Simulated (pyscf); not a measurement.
Structures and frequencies: ωB97X-D3(BJ)/def2-SVP in PySCF.

### Question
Estimate by transition-state theory the rate constant of [HN–Ti(NH₂)(Cl)–Cl]• + H₂ → H₂N–Ti(NH₂)(Cl)–Cl + H• (doublet surface; H–H broken, H–N formed) at 298 K, with ωB97M-D3(BJ)/def2-TZVP energies (ideal gas, 1 atm, RRHO with modes under 100 cm⁻¹ raised to 100, one conformer, R ln 2 for rigid chiral ones; no tunnelling).

### Answer
The electronic barrier is 8.3 kcal/mol and the thermal terms add +6.6, so ΔG‡ = 14.9 kcal/mol. With k_BT/h = 6.21e+12 s⁻¹ and RT = 0.592 kcal/mol, and a volume of 4.06e-20 cm³ per molecule at 1 atm, k = 2.8e-18 cm³ molecule⁻¹ s⁻¹. Wigner's tunnelling factor for 1106i cm⁻¹ would be 2.19, likely too low at so high a frequency. A shift of 1 kcal/mol in the barrier changes k by a factor 5.4. One saddle was located; it need not be the lowest between these sides. The angle at the transferred H is 173°. Open-shell species with a d-block atom are single-reference here; other states, and whether the spin sits on metal or ligand, were not checked.
